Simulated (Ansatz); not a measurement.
A made-up structure of CH4BSi, doublet:

```
7
angstrom
C -1.5378 -1.5139 -0.0695
B -0.5680 -0.5683 -0.0021
Si 0.8347 0.8139 0.0526
H -2.3039 -2.2604 -0.1212
H -0.3542 -0.7960 1.1047
H 0.6405 1.7353 1.2017
H 2.1836 0.1984 0.1494
```

It is relaxed with PBE-D4/def2-SVP and then PBE0-D4/def2-TZVP (Ansatz 0.2.0). Atoms count as bonded within 1.22 times the sum of their covalent radii (H–H: 0.88 Å). The end point is not checked to be a true minimum.

Does its bonding change? (A judgement: the text doesn't fix the answer.)

The calculation gives: Yes. Formed: C1–H5; broken: B2–H5.

Where it ends: The first stage lowers the energy by 1.74 eV in 15 steps. It ends as CH₄BSi ([CH2][B][SiH2]):
```xyz
7
angstrom
C -1.3653 -1.4911 0.3900
B -0.3613 -0.5356 0.3405
Si 1.0098 0.7701 0.2733
H -2.0164 -1.7034 -0.4539
H -1.5645 -2.0881 1.2760
H 0.8000 2.1852 0.6464
H 2.3926 0.4719 -0.1567
```

Labels in which every atom is bracketed show which atoms are joined, not bond orders.

For scale, one of the runs: PBE0-D4/def2-TZVP relaxation, 123 basis functions, launched by `ansatz run in.yaml --threads 2 --pin off --events-out ev --progress --plain --max-ram 4352MiB`. The run took about 20 s on 2 CPU threads of an Arm Neoverse V2 (shared host).
